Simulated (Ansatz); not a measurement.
C3H9N can be A, `CC(C)N`, or B, `CCNC`.

Computed with Ansatz on PBE0-D4/def2-TZVP structures; ΔE is electronic, products minus reactants. CBS: MP2 limit from def2 TZ/QZ plus the TZ coupled-cluster correction, frozen cores. Functionals use def2-TZVPP. B3LYP here is the variant with VWN-RPA as its local correlation; programs differ in this. Each species was taken in one conformer, which may not be the lowest.

Task: Which isomer does CCSD(T)/CBS put lower? Give the gap. (Estimate.)

Result: The calculation gave: A, by 9.7 kcal/mol.

Task: Give E(B) − E(A) in kcal/mol with CCSD(T)/def2-TZVPP, LDA (SPW92), PBE0-D4, PBE-D4, CCSD(T)/def2-SVP, B2PLYP, B3LYP. (Best estimate.)

Result: Ansatz gave: CCSD(T)/def2-TZVPP 9.4, LDA (SPW92) 8.8, PBE0-D4 8.6, PBE-D4 8.3, CCSD(T)/def2-SVP 8.2, B2PLYP 8.5, B3LYP 7.6. None reverses the order clearly.

Task: Does the order hold for the free energy at 298.15 K (harmonic terms from PBE0-D4)? (Estimate.)

Result: Ansatz gave: Yes: G(B) − G(A) = +9.5 kcal/mol, for one conformer each.

Largest T1 diagnostic: 0.009.

From BLYP to BHLYP (50 % exact exchange), in def2-TZVPP and without D4, E(B) − E(A) moves by +0.8 kcal/mol. In def2-TZVPP, CCSD(T) changes the Hartree–Fock value by +1.8 kcal/mol (the triples alone add +0.2 kcal/mol) and MP2 by +2.4 kcal/mol.
